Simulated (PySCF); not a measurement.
# [Si3]+: doublet, from a equilateral triangle start

Where does doublet [Si3]+ go from a equilateral triangle start, is the end point a minimum, and what are its modes, charges and moments?

Program: PySCF 2.14.0. Level of theory: PBE0, basis Si def2-TZVP, no relativity, density fitting. These are calculated values, not measurements.

### 1 The starting structure

3 atoms, charge 1, spin multiplicity 2.

Bond lengths: Si1–Si2 2.320 Å, Si1–Si3 2.320 Å, Si2–Si3 2.320 Å. Angles: Si2–Si1–Si3 60.0°, Si1–Si2–Si3 60.0°, Si1–Si3–Si2 60.0°.

Z-matrix (Å, degrees; charge 1 multiplicity 2):
```
Si
Si 1 2.3200
Si 2 2.3200 1 60.00
```

### 2 The SCF at the typed geometry

One driver script runs all steps and calls PySCF; scf.py shows how it sets up the SCF of each step. The optimiser is the driver's own. After this first run the driver tries any further starts and a stability analysis.

Contents of scf.py:

```python
from pyscf import gto, scf, dft
mol = gto.M(atom='''
Si     0.669730    -1.160010     0.000000
Si    -1.339460     0.000010     0.000000
Si     0.669720     1.160010     0.000000''',
    basis={'Si': 'def2-TZVP'},
    charge=1, spin=1)
mf = dft.UKS(mol, xc='PBE0')
mf.grids.atom_grid = (50, 194)
aux = {'Si': 'def2-universal-JKFIT'}
mf = mf.density_fit(auxbasis=aux)
mf.conv_tol = 1e-08
mf.diis_space = 10
mf.max_cycle = 60
mf.init_guess = 'minao'
mf.verbose = 4
mf.kernel()
```

Started as:

```bash
> OMP_NUM_THREADS=4 python axn.py task.json out
```

What it wrote:

```text
init E= -868.162474714887
[... the frontier-level lines of each cycle are left out ...]
cycle= 1 E= -867.694699728354  delta_E= 0.468  |g|= 0.176  |ddm|= 1.19
cycle= 2 E= -867.711219237015  delta_E= -0.0165  |g|= 0.0998  |ddm|= 0.441
cycle= 3 E= -867.712110393366  delta_E= -0.000891  |g|= 0.0539  |ddm|= 0.135
cycle= 4 E= -867.714413780158  delta_E= -0.0023  |g|= 0.0217  |ddm|= 0.0879
cycle= 5 E= -867.714864034928  delta_E= -0.00045  |g|= 0.0035  |ddm|= 0.0281
cycle= 6 E= -867.71486347471  delta_E= 5.6e-07  |g|= 0.00546  |ddm|= 0.0122
cycle= 7 E= -867.714893132409  delta_E= -2.97e-05  |g|= 0.00163  |ddm|= 0.00793
cycle= 8 E= -867.714899608554  delta_E= -6.48e-06  |g|= 0.000783  |ddm|= 0.00445
cycle= 9 E= -867.714906950601  delta_E= -7.34e-06  |g|= 0.000784  |ddm|= 0.00574
cycle= 10 E= -867.714901826132  delta_E= 5.12e-06  |g|= 0.000653  |ddm|= 0.00414
cycle= 11 E= -867.714896069001  delta_E= 5.76e-06  |g|= 0.000255  |ddm|= 0.0111
cycle= 12 E= -867.714896326258  delta_E= -2.57e-07  |g|= 0.000133  |ddm|= 0.00273
cycle= 13 E= -867.714896477477  delta_E= -1.51e-07  |g|= 6.74e-05  |ddm|= 0.00123
cycle= 14 E= -867.714896513103  delta_E= -3.56e-08  |g|= 3.89e-05  |ddm|= 0.000623
cycle= 15 E= -867.714896530282  delta_E= -1.72e-08  |g|= 3.43e-05  |ddm|= 0.000348
cycle= 16 E= -867.714896542797  delta_E= -1.25e-08  |g|= 3.36e-05  |ddm|= 0.000287
cycle= 17 E= -867.714896552511  delta_E= -9.71e-09  |g|= 2.89e-05  |ddm|= 0.000215
Extra cycle  E= -867.714896562541  delta_E= -1e-08  |g|= 3.03e-05  |ddm|= 0.000229
converged SCF energy = -867.714896562541  <S^2> = 0.76255867  2S+1 = 2.0125195
```

This step, with its further starts and checks, took 13 s on 4 threads of Arm Neoverse V1, shared host.

The starts that the driver tried:

```tsv
start	energy (Eh)
the minimal-basis guess	-867.714897
a thermally smeared density	-867.714897
a smeared PBE density	-867.714897
```

This is not the lowest solution: one lies 24.7 kJ/mol lower, at -867.72430 Eh, and the relaxation starts from that.

### 3 Relaxing the doublet from the equilateral triangle start

The program finds D3h symmetry in the start, which this walk keeps. Threshold on the gradient: 0.0003 Eh/bohr, with a further test on the energy change.

Edit scf.py of step 2 so:

```diff
@@ -3,3 +3,3 @@
-Si     0.669730    -1.160010     0.000000
-Si    -1.339460     0.000010     0.000000
-Si     0.669720     1.160010     0.000000''',
+Si     0.669730    -1.160007     0.000000
+Si    -1.339460     0.000000     0.000000
+Si     0.669731     1.160007     0.000000''',
@@ -15 +14,0 @@
-mf.init_guess = 'minao'
```

Steps of the walk:

```tsv
step	energy (Eh)	change (kJ/mol)	largest symmetric gradient (Eh/bohr)
0	-867.724298	0.00	0.00624
1	-867.724502	-0.54	0.00277
2	-867.724550	-0.66	0.00015
3	-867.724550	-0.66	0.00000
```

The walk took 4.8 s.

End point (D3h, 3 steps, 0.7 kJ/mol gained): Si–Si 2.296 Å (×3); Si–Si–Si 60.0° (×3). A gradient of 0.0125 Eh/bohr that breaks the symmetry is left: this electronic state wants a lower symmetry.

### 4 Relaxing without the symmetry constraint

The geometry is nudged along the force that breaks the symmetry.

The program finds C2v symmetry in the start, which may break. The walk stops when the largest gradient is under 0.0003 Eh/bohr and the energy has settled too.

Edit scf.py of step 3 so:

```diff
@@ -3,3 +3,3 @@
-Si     0.669730    -1.160007     0.000000
-Si    -1.339460     0.000000     0.000000
-Si     0.669731     1.160007     0.000000''',
+Si     0.637682    -1.191314    -0.000000
+Si    -1.275364     0.000000     0.000000
+Si     0.637682     1.191314    -0.000000''',
```

The optimiser's trace:

```tsv
step	energy (Eh)	change (kJ/mol)	largest gradient (Eh/bohr)
0	-867.726641	0.00	0.00273
1	-867.726726	-0.22	0.00176
2	-867.726787	-0.38	0.00025
3	-867.726788	-0.38	0.00006
```

The walk took 5.4 s.

Positions (Å) and forces (eV/Å) along the way:

```
step 0
Si   0.638  -1.191   0.000  -0.060  -0.140   0.000
Si  -1.275   0.000   0.000   0.119   0.000   0.000
Si   0.638   1.191   0.000  -0.060   0.140   0.000
step 1
Si   0.635  -1.198   0.000  -0.036  -0.091   0.000
Si  -1.270   0.000   0.000   0.072   0.000   0.000
Si   0.635   1.198   0.000  -0.036   0.091   0.000
step 2
Si   0.630  -1.209   0.000   0.001  -0.013   0.000
Si  -1.260   0.000   0.000  -0.001   0.000   0.000
Si   0.630   1.209   0.000   0.001   0.013   0.000
step 3
Si   0.630  -1.210   0.000   0.002  -0.003   0.000
Si  -1.259   0.000   0.000  -0.003   0.000   0.000
Si   0.630   1.210   0.000   0.002   0.003   0.000
```

It settles in C2v symmetry, 0.4 kJ/mol below the start, after 3 steps: Si–Si 2.243 Å (×2), Si–Si 2.420 Å; Si–Si–Si 57.4° (×2), Si–Si–Si 65.3°.

### 5 Hessian and properties

On the finer grid the gradient is checked again; gradients at displacements of ±0.02 bohr then give force constants and infrared intensities.

Edit scf.py of step 4 so:

```diff
@@ -3,3 +3,3 @@
-Si     0.637682    -1.191314    -0.000000
-Si    -1.275364     0.000000     0.000000
-Si     0.637682     1.191314    -0.000000''',
+Si     0.629625    -1.210220    -0.000000
+Si    -1.259249     0.000000     0.000000
+Si     0.629625     1.210220    -0.000000''',
@@ -9 +9 @@
-mf.grids.atom_grid = (50, 194)
+mf.grids.atom_grid = (75, 302)
@@ -12 +12 @@
-mf.conv_tol = 1e-08
+mf.conv_tol = 1e-10
```

This SCF starts from the last density.

SCF at the final geometry:

```text
init E= -867.726813681177
[... the frontier-level lines of each cycle are left out ...]
cycle= 1 E= -867.726813681178  delta_E= -6.82e-13  |g|= 1.13e-06  |ddm|= 2.88e-06
Extra cycle  E= -867.726813681176  delta_E= 2.05e-12  |g|= 2.24e-06  |ddm|= 4.08e-06
converged SCF energy = -867.726813681176  <S^2> = 1.375876  2S+1 = 2.5501968
```

The whole step took 31 s.

Geometry: C2v; Si–Si 2.243 Å (×2), Si–Si 2.420 Å; Si–Si–Si 57.4° (×2), Si–Si–Si 65.3°.

Harmonic modes (main isotopes):

| symmetry | ω (cm⁻¹) | IR (km/mol) | μ (u) |
| --- | --- | --- | --- |
| a1 | 255 | 6.7 | 27.98 |
| b2 | 283 | 0.3 | 27.98 |
| a1 | 493 | 2.1 | 27.98 |

No imaginary mode, so this is a minimum.

Properties at this point:

| Item | Value |
| --- | --- |
| Dipole moment about the centre of mass | 0.20 D |
| Highest occupied level | -12.41 eV |
| Lowest empty level | -9.75 eV |
| Rotational constants | 0.2533, 0.2057, 0.1135 cm⁻¹ |
| Zero-point energy | 6.2 kJ/mol |
| Principal polarisabilities | 52.1, 87.0, 96.8 bohr³ |
| Principal traceless quadrupole moments about the centre of mass | -8.41, 4.03, 4.38 D Å |
| Entropy at 298.15 K and 1 bar (electronic part: spin only) | 285.4 J/(mol K) |
| Heat capacity Cp at 298.15 K | 53.0 J/(mol K) |
| Enthalpy at 298.15 K above 0 K | 12.94 kJ/mol |
| Rotational symmetry number | 2 |
| Spin squared ⟨S²⟩ | 1.376 |

Populations by atom (charges in e):

```
atom  Mulliken  Löwdin  polar tensor  spin (Mulliken)  Mayer order to Si1
 Si1      0.35    0.35          0.33             0.03                   –
 Si2      0.30    0.29          0.34             0.94                1.36
 Si3      0.35    0.35          0.33             0.03                1.04
```

Mulliken populations on Si1: s 5.79, p 7.70, d 0.15, f 0.01.

### 6 Outcome

```
                                          quantity                                                                   value
                                           minimum                                                            doublet, C2v
                                          geometry  Si–Si 2.243 Å (×2), Si–Si 2.420 Å; Si–Si–Si 57.4° (×2), Si–Si–Si 65.3°
                                wavenumbers (cm⁻¹)                                            255 (a1), 283 (b2), 493 (a1)
                    dipole moment (centre of mass)                                                                  0.20 D
highest occupied, lowest empty level (either spin)                                                        -12.41, -9.75 eV
                        polar-tensor charge of Si1                                                                 +0.33 e
                                 zero-point energy                                                              6.2 kJ/mol
                               entropy at 298.15 K                                                         285.4 J/(mol K)
                                              ⟨S²⟩                                                                   1.376
```

What this shows: From D3h at the start the molecule goes to a C2v minimum. The determinant is spin-contaminated (⟨S²⟩ = 1.38 against 0.75), so it is no pure spin state. The strongest infrared band lies at 255 cm⁻¹ (a1). The first SCF alone would have been 25 kJ/mol too high. Only this shape and spin were tried, so other structures or states may lie lower.

The search up to here took 55 s on 4 threads of Arm Neoverse V1, shared host.
